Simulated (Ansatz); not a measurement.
Cubic perovskite SrTiO3 (cubic form, which distorts at low temperature) was calculated with PBEsol-D3(BJ) in Ansatz (plane waves, PAW).

Run with plane-wave cutoff 520 eV, 10×10×10 k mesh, Fermi–Dirac smearing 0.01 eV, no spin polarisation, scalar-relativistic PAW data made under PBE.

The volume scan:

```json
[
 {"V (Å³/atom)": "10.863", "E − E_lowest (meV/atom)": "28.27", "P (GPa)": "13.81"},
 {"V (Å³/atom)": "11.094", "E − E_lowest (meV/atom)": "12.10", "P (GPa)": "8.70"},
 {"V (Å³/atom)": "11.325", "E − E_lowest (meV/atom)": "2.92", "P (GPa)": "4.12"},
 {"V (Å³/atom)": "11.556", "E − E_lowest (meV/atom)": "0.00", "P (GPa)": "0.00"},
 {"V (Å³/atom)": "11.787", "E − E_lowest (meV/atom)": "2.71", "P (GPa)": "-3.69"},
 {"V (Å³/atom)": "12.018", "E − E_lowest (meV/atom)": "10.47", "P (GPa)": "-7.01"},
 {"V (Å³/atom)": "12.249", "E − E_lowest (meV/atom)": "22.77", "P (GPa)": "-9.99"}
]
```

Question: Estimate the bulk modulus from the pressures at 11.325 and 11.787 Å³/atom, and compare it with a fit to all energies.

Answer: B = −V dP/dV. Between V = 11.325 and 11.787 Å³/atom, dP/dV = (-3.69 − (4.12))/(11.787 − 11.325) = -16.9 GPa per Å³/atom; at the midpoint 11.556 Å³/atom this gives B ≈ 195 GPa. The third-order Birch–Murnaghan fit gives V0 = 11.556 Å³/atom, B0 = 195 GPa, B′ = 4.4, which lies within 1 % of that estimate.

Measured, for comparison: bulk modulus 172 GPa (room temperature, no zero-point or thermal correction, Murnaghan fit, our sources range from 165 to 179; as tabulated in Guennou et al. (2010), arXiv:0910.0710); equilibrium volume per atom 11.77 Å³/atom (0 K, cubic phase extrapolated to 0 K; as tabulated in Bilc et al. (2008), arXiv:0805.0753). Computed (rounded) less measured: bulk modulus +13 % (+9 % to +18 % over the range), equilibrium volume per atom -1.8 %.

Note: the relaxation could not lower the start's symmetry, so the cell can be a saddle point above a distorted one.

Computed values are for the static lattice.

Ansatz is a program for electronic structure.
